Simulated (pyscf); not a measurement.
Single points on ωB97X-D3(BJ)/def2-SVP structures (PySCF, gas phase).

For the elementary gas-phase step `[BH]=[NH]` + `[H]` [doublet] → `[BH]=[N]` [doublet] + `[H][H]` (doublet surface; H–N broken, H–H formed), what barrier and reaction energy does ωB97M-D3(BJ)/def2-TZVP give, measured from the separated reactants?

ΔE‡ = 124.2 kJ/mol, ΔE = +110.8 kJ/mol. Zero-point energy shifts the barrier by -5.5 kJ/mol. It is a hydrogen abstraction, with an imaginary mode of 720i cm⁻¹. The same reactants have a lower exit, to [HB–NH₂]• (barrier +38.9 kJ/mol at ωB97M-D3(BJ)/def2-TZVP, against +124.2 kJ/mol here). HB=N• lies 64.2 kJ/mol over its isomer [B=NH]• (electronic energy, ωB97M-D3(BJ)/def2-TZVP). This is the saddle that the search found; another between the same sides may lie lower. The angle at the transferred H is 156°. The term symbol of open-shell HB=N• was not checked; spin-orbit terms are left out.
